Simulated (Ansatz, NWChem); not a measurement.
# C2H6S (ethanethiol): from total energies to a heat of formation

C2H6S: 9 atoms, total charge 0, spin state singlet. SMILES: `CCS`. The coordinates come from a PBE0-D4/def2-TZVP relaxation. This is one conformer, not always the lowest.

```xyz
9

C    -0.6811    0.3526   -0.5821
C     0.6395   -0.2219   -0.1150
S     0.5392   -1.1322    1.4494
H    -1.4350   -0.4304   -0.6790
H    -0.5642    0.8444   -1.5524
H    -1.0582    1.0945    0.1256
H     1.0152   -0.9605   -0.8274
H     1.4040    0.5524   -0.0283
H     0.1407   -0.0990    2.2092
```

Total energies at PBE/def2-SVPD (NWChem 7.3.0); the atoms run unrestricted:

```
species    state  energy (Eh)
  C2H6S  singlet  -477.549669
      C  triplet   -37.752188
      S  triplet  -397.807385
      H  doublet    -0.498629
```

Harmonic wavenumbers at PBE0-D4/def2-TZVP, in cm⁻¹: 210, 258, 330, 678, 738, 875, 997, 1074, 1124, 1279, 1304, 1404, 1469, 1481, 1489, 2705, 3046, 3072, 3110, 3120, 3141.

Measured heats of formation of the gaseous atoms at 298.15 K, in kJ/mol: C 716.9, S 277.0, H 218.0. Spin-orbit lowering of the atoms at 298 K (mean of the ground term's levels less their thermal mean, from spectra), in kJ/mol: C 0.02, S 1.88. Take 1 Eh = 2625.50 kJ/mol, 1 cm⁻¹ = 0.0119627 kJ/mol, RT = 2.479 kJ/mol.

Problem. Work out the heat of formation of the gas at 298 K.

Solution. 
1. Electronic atomisation energy: 2 × (-37.752188) + (-397.807385) + 6 × (-0.498629) − (-477.549669) = 1.246134 Eh = 3271.7 kJ/mol.
2. Zero-point energy: half the sum of the wavenumbers, 16452 cm⁻¹ = 196.8 kJ/mol.
3. Thermal vibrational enthalpy, Σ hcν̃/(exp(hcν̃/kT) − 1): 4.8 kJ/mol. Translation, rotation and pV of a non-linear molecule: 4 RT = 9.9 kJ/mol.
4. The 9 free atoms carry 5/2 RT each: 55.8 kJ/mol.
5. Spin-orbit coupling lowers the free atoms by 2 × 0.02 + 1.88 = 1.9 kJ/mol.
6. Atomisation enthalpy at 298 K: 3271.7 − 1.9 − 196.8 − 4.8 − 9.9 + 55.8 = 3114.1 kJ/mol.
7. Sum of the atoms' heats of formation: 3018.8 kJ/mol. Heat of formation: 3018.8 − 3114.1 = -95.3 kJ/mol.

The tabulated value is -46.1 kJ/mol (CRC Handbook of Chemistry and Physics), so this level is off by -49.2 kJ/mol, or 1.6 % of the atomisation enthalpy that the table implies (3064.8 kJ/mol). Gradient-corrected functionals often overbind somewhat. Anharmonicity and any spin-orbit splitting of the molecule are left out.
